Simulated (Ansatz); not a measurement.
Reaction: C3H8O (SMILES OCCC) → C2H5 (SMILES [CH2]C, doublet) + CH3O (SMILES [CH2]O, doublet) (the C-C bond breaks)
Each species at its own B3LYP-D3(BJ)/def2-TZVP minimum (Ansatz, a program for electronic structure), one conformer.

Total energies in hartree (Ansatz). UHF or UKS for unpaired electrons; spin-orbit terms are left out. Cores are frozen in correlated methods. No relativity.

| species | HF/cc-pVTZ | CCSD(T)/cc-pVTZ | HF/cc-pVQZ | CCSD(T)/cc-pVQZ | CCSD(T)/cc-pVDZ | CCSDT(Q)/cc-pVDZ |
|---|---|---|---|---|---|---|
| 1: C3H8O (SMILES CCCO) | -193.19017 | -194.03478 | -193.20431 | -194.09592 | -193.82103 | -193.82313 |
| 2: C2H5 (SMILES [CH2]C, doublet) | -78.62785 | -79.00245 | -78.63306 | -79.02569 | -78.91562 | -78.91668 |
| 3: CH3O (SMILES [CH2]O, doublet) | -114.46247 | -114.88799 | -114.47189 | -114.92463 | -114.76395 | -114.76519 |

**Question.** Work out the bond dissociation energy (electronic) in kcal/mol: take Hartree-Fock from cc-pVQZ, extrapolate the CCSD(T) correlation energy as X^-3 (X = 3, 4), and add CCSDT(Q) - CCSD(T) in cc-pVDZ. 1 hartree = 627.51 kcal/mol.

**Answer.** 
Species 1: correlation (64·(-0.89161) - 27·(-0.84461))/37 = -0.92591; step -0.00210; E1 = -193.20431 + (-0.92591) + (-0.00210) = -194.13232
Species 2: correlation (64·(-0.39263) - 27·(-0.37460))/37 = -0.40579; step -0.00106; E2 = -78.63306 + (-0.40579) + (-0.00106) = -79.03991
Species 3: correlation (64·(-0.45274) - 27·(-0.42552))/37 = -0.47260; step -0.00124; E3 = -114.47189 + (-0.47260) + (-0.00124) = -114.94573
-1·E1 +1·E2 +1·E3 = 0.14668 hartree = 92.0 kcal/mol.
